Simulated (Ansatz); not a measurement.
**How the volume per atom of Bi (model structure, within 0.1 Å of Pm-3m, No. 221, 3 atoms in the cell) moves with the method**

No measured value is used here.

```json
[
 {"level (code)": "PBE (Ansatz)", "value (Å³/atom)": "35.19"},
 {"level (code)": "PBEsol (Ansatz)", "value (Å³/atom)": "33.44"},
 {"level (code)": "PBE-D3(BJ) (Ansatz)", "value (Å³/atom)": "33.64"}
]
```

Density-functional levels without +SOC have no spin–orbit coupling. Ansatz's density-functional and Hartree–Fock values are scalar-relativistic unless marked +SOC, with PAW data made under PBE.

A model structure was made by putting elements into a prototype or built by hand; it is no filed structure, need not be a known phase, and can be a saddle point held by its symmetry.

Ansatz is an electronic-structure program.
